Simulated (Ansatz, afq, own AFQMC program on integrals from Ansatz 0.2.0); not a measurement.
# AuCH3, singlet in def2-TZVP, levels against CCSDT(Q)

```yaml
atoms:
  - { symbol: C, position_ang: [-1.0901, 1.3390, -0.6749] }
  - { symbol: Au, position_ang: [0.1640, -0.1146, -0.0718] }
  - { symbol: H, position_ang: [-2.0861, 0.8931, -0.8059] }
  - { symbol: H, position_ang: [-0.7103, 1.7402, -1.6250] }
  - { symbol: H, position_ang: [-1.1056, 2.1158, 0.1024] }
```

Connectivity, by distances: CH3–Au.

Basis def2-TZVP with its core potentials. Noble-gas cores (and the filled d shells of Ga–Kr and In–Xe) are frozen. AFQMC by an in-house program on the Cholesky factors that Ansatz 0.2.0 writes for its CCSD(T) run. ph-AFQMC/CISD is guided by a CISD state made of CCSD amplitudes; releasing the constraint for a short imaginary time cuts its bias at the price of noise, slowly where states lie close. Error bars are statistical, one sigma. No spin–orbit coupling. The metal's outer-core s and p shells are frozen, which shifts wave-function levels against functionals.

Determinant: RHF, the one that the program's search chose, which needn't be the lowest solution. The geometry is a PBE0/def2-SVP stationary point of this or a neighbouring charge and spin state.

No full CI on the walks' own integrals is used here; CCSDT(Q) serves as the reference and is uncertain by about the last step of the cluster series.

Cautions: no spin-orbit coupling; outer-core shells of the metal frozen.

The T1 diagnostic is 0.0225 and the weight of the determinant in the CISD state is 0.842. The size of the correlated space is 18 electrons in 84 orbitals.

Reference: CCSDT(Q), correlation energy -13.905 eV. The released energy is read at 1.80 1/Eh, later times being too noisy (meV from the phaseless value at times in 1/Eh: -3 ± 6 at 0.24, -2 ± 6 at 0.60, 13 ± 8 at 1.20, 10 ± 9 at 1.80, -10 ± 17 at 2.60).

```tsv
level	E − E(reference) (meV)	share of correlation (%)
HF	13904.7	0.00
MP2	214.1	98.46
CCSD	459.2	96.70
CCSD(T)	27.6	99.80
CCSDT	25.7	99.82
ph-AFQMC/CISD	1.3 ± 6.8	99.99
released AFQMC	11.6 ± 9.3	99.92
```

A walk keeps the symmetry of its determinant, which the program's search chose and which needn't be the lowest solution, so a lower state of the same spin and another symmetry isn't excluded. Released energies are given only where the last usable release times agree within the noise; a slower fall can still hide under it.
